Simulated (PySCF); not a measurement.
trisilane, H8Si3, SMILES [SiH3][SiH2][SiH3], point group C2v.

Level: B3LYP/pcSseg-1 in PySCF (density fitting, grid level 2); geometry and Hessian at that level, cubic constants and property derivatives from steps of ±0.6 along each species' dimensionless normal coordinates, second-order vibrational perturbation theory. The parent has the commonest isotopes.

Equilibrium geometry (Å):

```csv
atom,x,y,z
Si1,-0.3041,-0.6107,1.9580
Si2,0.3257,1.5554,1.2783
Si3,-0.0537,1.9315,-1.0162
H4,-0.0438,-0.8023,3.4112
H5,0.4675,-1.6319,1.1972
H6,-1.7545,-0.8282,1.7013
H7,1.7741,1.7575,1.5734
H8,-0.4430,2.5584,2.0713
H9,0.3550,3.3113,-1.3977
H10,-1.4982,1.7580,-1.3326
H11,0.7273,0.9609,-1.8314
```

Question: Give the equilibrium and ground-state rotational constants (MHz) of parent; ²H at 7.

Answer: 
| species | Ae | Be | Ce | A0 | B0 | C0 | Δ0 (u Å²) | harmonic ZPE (cm⁻¹) |
| --- | --- | --- | --- | --- | --- | --- | --- | --- |
| parent | 9346.5 | 1942.5 | 1703.7 | 9319 | 1938.9 | 1698.7 | -17.364 | 14656 |
| ²H at 7 | 8624 | 1932.6 | 1685.5 | 8597 | 1929.3 | 1680.6 | -20.029 | 14164 |

Δ0 = Ic − Ia − Ib from the ground-state constants.

Question: How is the parent's vibrational correction B0 − Be made up?

Answer: 
| axis | harmonic | Coriolis | cubic | total (MHz) |
| --- | --- | --- | --- | --- |
| a | 34.1 | -52.1 | -9.58 | -27.5 |
| b | 2.89 | -1.78 | -4.64 | -3.53 |
| c | 1.31 | -1.28 | -5.1 | -5.07 |

Question: And its quartic centrifugal distortion constants from the harmonic force field?

Answer: Asymmetric top, A reduction, Ir representation: ΔJ = 1.1 kHz, ΔJK = -15.9 kHz, ΔK = 104 kHz, δJ = 0.274 kHz, δK = 1.89 kHz.

A mode lies under 250 cm⁻¹, where this perturbation treatment is rough. Internal rotors are held in one well.
